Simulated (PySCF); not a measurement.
Compound: C3H2Cl2.
Numbering: `[CH:1]#[C:2][CH:3]([Cl:4])[Cl:5]` (hydrogens: H6 on C1; H7 on C3)

Method: PySCF, PBE0-D3(BJ)/def2-SVP geometry optimisation, gas phase.

Problem. List the bond lengths and angles at this level.

Solution. 
| bond | length (pm) |
| --- | --- |
| C1≡C2 | 120.9 |
| C2–C3 | 144.7 |
| C3–Cl4, C3–Cl5 | 178.6 |
| C1–H6 | 107.5 |
| C3–H7 | 109.7 |

Bonds in one row agree within 1 pm and their mean is given. A selection of angles:
| angle | degrees |
| --- | --- |
| C2–C1–H6 | 179.7 |
| C1–C2–C3 | 178.6 |
| C2–C3–Cl4 | 110.9 |
| C2–C3–H7 | 111.1 |
| Cl4–C3–Cl5 | 111.0 |
| Cl4–C3–H7 | 106.3 |

The 2 C–C bonds span 1.209 Å (C1≡C2, drawn triple) to 1.447 Å (C2–C3, drawn single), a spread of 0.238 Å.

Point group: Cs (every atom within 0.08 Å of its image). No frequency check.
